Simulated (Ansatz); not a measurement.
System: graphite. Method: PBE (Ansatz, an electronic-structure program, plane waves, PAW).

Settings: plane-wave cutoff 500 eV, 18×18×6 k mesh (along the axes of the cell as run), Fermi–Dirac smearing 0.05 eV, scalar-relativistic PAW data made under PBE.

Computed at the level's own relaxed cell.

### Question
What does this level give for the equilibrium volume per atom, lattice constant a and c axis length?

### Answer

- equilibrium volume per atom = 11.32 Å³/atom
- lattice constant a = 2.467 Å
- c axis length = 8.591 Å

Measured, for comparison: lattice constant a 2.461 Å (300 K, no zero-point or thermal correction, our sources range from 2.456 to 2.461; as tabulated in Wikipedia's data pages); lattice parameter c 6.67 Å (low temperature, zero-point motion not removed; as tabulated in Berland et al. (2010), arXiv:1007.3305). Computed (rounded) less measured: lattice constant a +0.2 % (+0.2 % to +0.4 % over the range), lattice parameter c +28.8 %.

Note: the cell comes from a level without a dispersion term, which matters for the spacing of layers, chains or molecules.

It cost roughly 30 core-seconds of CPU time.
